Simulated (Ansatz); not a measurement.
Ansatz (a program for electronic structure) input (B3LYP-D3(BJ)/def2-TZVP):

Ansatz 0.2 input:
```yaml
crystal:
  periodic: [false, false, false]
  atoms:
    - {symbol: C, position_ang: [0.05713489, 0.62201518, 0.05144694]}
    - {symbol: N, position_ang: [-0.00528734, -0.81344612, 0.05212403]}
    - {symbol: H, position_ang: [-0.94857585, 1.06891843, 0.03510111]}
    - {symbol: H, position_ang: [-0.51054075, -1.09359063, -0.79570070]}
    - {symbol: H, position_ang: [0.58587122, 0.98412688, 0.93348780]}
    - {symbol: H, position_ang: [0.56744742, 1.00257708, -0.84643810]}
basis:
  gaussian:
    orbitals: def2-TZVP
hamiltonian:
  xc: b3lyp
  dispersion: d3bj
magnetization: {spin_polarized: true, initial_magnetization: 1}
phonons: {temperatures: {t_min: 298.15, t_max: 298.15, t_step: 100}}
```

Output:

```
Functional definition: B3LYP
integrals: 0.01 GiB planned
511 factors; their error is unknown
mean field: 0.22 GiB planned
mean field evaluation 1: about -2586.3715 eV, gradient 3.4e1 eV
mean field evaluation 2: about -2583.5960 eV, gradient 4.1e1 eV
mean field evaluation 4: about -2591.4426 eV, gradient 2.2e0 eV
mean field evaluation 8: about -2591.4531 eV, gradient 3.1e-2 eV
mean field -2591.45307877 eV, -95.2341440948 hartree, gradient 8.7e-5 eV, S^2 0.753786; 0 other end points of the search recorded, 0 dependent functions left out
the calculation of the forces begins
reference -2591.45327007 eV, -95.2341511249 hartree; 9, 8 occupied and 77, 78 virtual orbitals, 511 factors
these checks for a lower state are left out or cut short: stability, starts, cluster_reference, orbital_swaps, neighbouring_geometries, increment
integrals: 0.01 GiB planned
511 factors; their error is unknown
mean field: 0.22 GiB planned
mean field evaluation 16: about -2591.4625 eV, gradient 2.9e-1 eV
mean field -2591.45290082 eV, -95.2341375554 hartree, gradient 1.2e-6 eV, S^2 0.753792; 0 other end points of the search recorded, 0 dependent functions left out
the calculation of the forces begins
reference -2591.45309210 eV, -95.2341445846 hartree; 9, 8 occupied and 77, 78 virtual orbitals, 511 factors
these checks for a lower state are left out or cut short: stability, starts, cluster_reference, orbital_swaps, neighbouring_geometries, increment
integrals: 0.01 GiB planned
511 factors; their error is unknown
mean field: 0.22 GiB planned
mean field -2591.45290428 eV, -95.2341376826 hartree, gradient 1.2e-6 eV, S^2 0.753780; 0 other end points of the search recorded, 0 dependent functions left out
the calculation of the forces begins
reference -2591.45309561 eV, -95.2341447136 hartree; 9, 8 occupied and 77, 78 virtual orbitals, 511 factors
these checks for a lower state are left out or cut short: stability, starts, cluster_reference, orbital_swaps, neighbouring_geometries, increment
integrals: 0.01 GiB planned
511 factors; their error is unknown
mean field: 0.22 GiB planned
mean field evaluation 32: about -2591.4625 eV, gradient 2.9e-1 eV
mean field -2591.45294337 eV, -95.2341391191 hartree, gradient 1.7e-6 eV, S^2 0.753780; 0 other end points of the search recorded, 0 dependent functions left out
the calculation of the forces begins
reference -2591.45313453 eV, -95.2341461439 hartree; 9, 8 occupied and 77, 78 virtual orbitals, 511 factors
these checks for a lower state are left out or cut short: stability, starts, cluster_reference, orbital_swaps, neighbouring_geometries, increment
integrals: 0.01 GiB planned
511 factors; their error is unknown
mean field: 0.22 GiB planned
mean field -2591.45294016 eV, -95.2341390011 hartree, gradient 1.7e-6 eV, S^2 0.753793; 0 other end points of the search recorded, 0 dependent functions left out
the calculation of the forces begins
reference -2591.45313161 eV, -95.2341460366 hartree; 9, 8 occupied and 77, 78 virtual orbitals, 511 factors
these checks for a lower state are left out or cut short: stability, starts, cluster_reference, orbital_swaps, neighbouring_geometries, increment
integrals: 0.01 GiB planned
511 factors; their error is unknown
mean field: 0.22 GiB planned
mean field -2591.45294289 eV, -95.2341391011 hartree, gradient 1.2e-6 eV, S^2 0.753793; 0 other end points of the search recorded, 0 dependent functions left out
the calculation of the forces begins
reference -2591.45313424 eV, -95.2341461334 hartree; 9, 8 occupied and 77, 78 virtual orbitals, 511 factors
these checks for a lower state are left out or cut short: stability, starts, cluster_reference, orbital_swaps, neighbouring_geometries, increment
integrals: 0.01 GiB planned
[...]
mean field -2591.45303036 eV, -95.2341423159 hartree, gradient 1.7e-6 eV, S^2 0.753783; 0 other end points of the search recorded, 0 dependent functions left out
the calculation of the forces begins
reference -2591.45322160 eV, -95.2341493438 hartree; 9, 8 occupied and 77, 78 virtual orbitals, 511 factors
these checks for a lower state are left out or cut short: stability, starts, cluster_reference, orbital_swaps, neighbouring_geometries, increment
integrals: 0.01 GiB planned
511 factors; their error is unknown
mean field: 0.22 GiB planned
mean field -2591.45299401 eV, -95.2341409800 hartree, gradient 1.6e-6 eV, S^2 0.753782; 0 other end points of the search recorded, 0 dependent functions left out
the calculation of the forces begins
reference -2591.45318525 eV, -95.2341480078 hartree; 9, 8 occupied and 77, 78 virtual orbitals, 511 factors
these checks for a lower state are left out or cut short: stability, starts, cluster_reference, orbital_swaps, neighbouring_geometries, increment
integrals: 0.01 GiB planned
511 factors; their error is unknown
mean field: 0.22 GiB planned
mean field -2591.45299878 eV, -95.2341411551 hartree, gradient 1.5e-6 eV, S^2 0.753790; 0 other end points of the search recorded, 0 dependent functions left out
the calculation of the forces begins
reference -2591.45319014 eV, -95.2341481876 hartree; 9, 8 occupied and 77, 78 virtual orbitals, 511 factors
these checks for a lower state are left out or cut short: stability, starts, cluster_reference, orbital_swaps, neighbouring_geometries, increment
integrals: 0.01 GiB planned
511 factors; their error is unknown
mean field: 0.22 GiB planned
mean field evaluation 96: about -2591.4531 eV, gradient 1.8e-6 eV
mean field -2591.45305723 eV, -95.2341433031 hartree, gradient 1.8e-6 eV, S^2 0.753789; 0 other end points of the search recorded, 0 dependent functions left out
the calculation of the forces begins
reference -2591.45324859 eV, -95.2341503354 hartree; 9, 8 occupied and 77, 78 virtual orbitals, 511 factors
these checks for a lower state are left out or cut short: stability, starts, cluster_reference, orbital_swaps, neighbouring_geometries, increment
integrals: 0.01 GiB planned
511 factors; their error is unknown
mean field: 0.22 GiB planned
mean field -2591.45304581 eV, -95.2341428835 hartree, gradient 1.9e-6 eV, S^2 0.753783; 0 other end points of the search recorded, 0 dependent functions left out
the calculation of the forces begins
reference -2591.45323705 eV, -95.2341499114 hartree; 9, 8 occupied and 77, 78 virtual orbitals, 511 factors
these checks for a lower state are left out or cut short: stability, starts, cluster_reference, orbital_swaps, neighbouring_geometries, increment
integrals: 0.01 GiB planned
511 factors; their error is unknown
mean field: 0.22 GiB planned
mean field -2591.45306678 eV, -95.2341436541 hartree, gradient 1.4e-6 eV, S^2 0.753784; 0 other end points of the search recorded, 0 dependent functions left out
the calculation of the forces begins
reference -2591.45325808 eV, -95.2341506844 hartree; 9, 8 occupied and 77, 78 virtual orbitals, 511 factors
these checks for a lower state are left out or cut short: stability, starts, cluster_reference, orbital_swaps, neighbouring_geometries, increment
integrals: 0.01 GiB planned
511 factors; their error is unknown
mean field: 0.22 GiB planned
mean field -2591.45306497 eV, -95.2341435878 hartree, gradient 1.4e-6 eV, S^2 0.753788; 0 other end points of the search recorded, 0 dependent functions left out
the calculation of the forces begins
reference -2591.45325627 eV, -95.2341506177 hartree; 9, 8 occupied and 77, 78 virtual orbitals, 511 factors
these checks for a lower state are left out or cut short: stability, starts, cluster_reference, orbital_swaps, neighbouring_geometries, increment
integrals: 0.01 GiB planned
511 factors; their error is unknown
mean field: 0.22 GiB planned
mean field -2591.45296011 eV, -95.2341397342 hartree, gradient 1.2e-6 eV, S^2 0.753780; 0 other end points of the search recorded, 0 dependent functions left out
the calculation of the forces begins
reference -2591.45315136 eV, -95.2341467625 hartree; 9, 8 occupied and 77, 78 virtual orbitals, 511 factors
these checks for a lower state are left out or cut short: stability, starts, cluster_reference, orbital_swaps, neighbouring_geometries, increment
integrals: 0.01 GiB planned
511 factors; their error is unknown
mean field: 0.22 GiB planned
mean field evaluation 128: about -2591.4528 eV, gradient 2.6e-1 eV
mean field -2591.45297068 eV, -95.2341401225 hartree, gradient 1.2e-6 eV, S^2 0.753792; 0 other end points of the search recorded, 0 dependent functions left out
the calculation of the forces begins
reference -2591.45316203 eV, -95.2341471546 hartree; 9, 8 occupied and 77, 78 virtual orbitals, 511 factors
these checks for a lower state are left out or cut short: stability, starts, cluster_reference, orbital_swaps, neighbouring_geometries, increment
integrals: 0.01 GiB planned
511 factors; their error is unknown
mean field: 0.22 GiB planned
mean field -2591.45305843 eV, -95.2341433474 hartree, gradient 1.5e-6 eV, S^2 0.753785; 0 other end points of the search recorded, 0 dependent functions left out
the calculation of the forces begins
reference -2591.45324971 eV, -95.2341503766 hartree; 9, 8 occupied and 77, 78 virtual orbitals, 511 factors
these checks for a lower state are left out or cut short: stability, starts, cluster_reference, orbital_swaps, neighbouring_geometries, increment
integrals: 0.01 GiB planned
511 factors; their error is unknown
mean field: 0.22 GiB planned
mean field -2591.45307288 eV, -95.2341438783 hartree, gradient 1.5e-6 eV, S^2 0.753787; 0 other end points of the search recorded, 0 dependent functions left out
the calculation of the forces begins
reference -2591.45326420 eV, -95.2341509093 hartree; 9, 8 occupied and 77, 78 virtual orbitals, 511 factors
these checks for a lower state are left out or cut short: stability, starts, cluster_reference, orbital_swaps, neighbouring_geometries, increment
integrals: 0.01 GiB planned
511 factors; their error is unknown
mean field: 0.22 GiB planned
mean field -2591.45299239 eV, -95.2341409203 hartree, gradient 1.2e-6 eV, S^2 0.753786; 0 other end points of the search recorded, 0 dependent functions left out
the calculation of the forces begins
reference -2591.45318376 eV, -95.2341479531 hartree; 9, 8 occupied and 77, 78 virtual orbitals, 511 factors
these checks for a lower state are left out or cut short: stability, starts, cluster_reference, orbital_swaps, neighbouring_geometries, increment
integrals: 0.01 GiB planned
511 factors; their error is unknown
mean field: 0.22 GiB planned
mean field evaluation 160: about -2591.4530 eV, gradient 3.6e-3 eV
mean field -2591.45297790 eV, -95.2341403878 hartree, gradient 1.2e-6 eV, S^2 0.753786; 0 other end points of the search recorded, 0 dependent functions left out
the calculation of the forces begins
reference -2591.45316912 eV, -95.2341474153 hartree; 9, 8 occupied and 77, 78 virtual orbitals, 511 factors
these checks for a lower state are left out or cut short: stability, starts, cluster_reference, orbital_swaps, neighbouring_geometries, increment
integrals: 0.01 GiB planned
511 factors; their error is unknown
mean field: 0.22 GiB planned
mean field -2591.45306233 eV, -95.2341434908 hartree, gradient 1.4e-6 eV, S^2 0.753786; 0 other end points of the search recorded, 0 dependent functions left out
the calculation of the forces begins
reference -2591.45325366 eV, -95.2341505219 hartree; 9, 8 occupied and 77, 78 virtual orbitals, 511 factors
these checks for a lower state are left out or cut short: stability, starts, cluster_reference, orbital_swaps, neighbouring_geometries, increment
integrals: 0.01 GiB planned
511 factors; their error is unknown
mean field: 0.22 GiB planned
mean field -2591.45305410 eV, -95.2341431884 hartree, gradient 1.4e-6 eV, S^2 0.753786; 0 other end points of the search recorded, 0 dependent functions left out
the calculation of the forces begins
reference -2591.45324538 eV, -95.2341502175 hartree; 9, 8 occupied and 77, 78 virtual orbitals, 511 factors
Total energy: -2591.55072905 eV, -95.2377326763 hartree
Atom 0 at     0.057135     0.622015     0.051447 Å, force    -0.000376    -0.000139    -0.000637 eV/Å
Atom 1 at    -0.005287    -0.813446     0.052124 Å, force     0.000039    -0.000222     0.000083 eV/Å
Atom 2 at    -0.948576     1.068918     0.035101 Å, force     0.000124     0.000097    -0.000081 eV/Å
Atom 3 at    -0.510541    -1.093591    -0.795701 Å, force     0.000147     0.000261     0.000234 eV/Å
Atom 4 at     0.585871     0.984127     0.933488 Å, force     0.000191    -0.000106     0.000337 eV/Å
Atom 5 at     0.567447     1.002577    -0.846438 Å, force    -0.000125     0.000108     0.000064 eV/Å
Dipole moment:    -0.140272     0.293206    -0.263297 e Å
Vibrations: 255.16 949.15 1007.21 1044.12 1335.70 1391.60 1475.43 1484.12 2947.71 2978.72 3089.30 3371.26 cm⁻¹, zero-point energy 1.322260 eV
```

It need not be the lowest isomer of its formula.
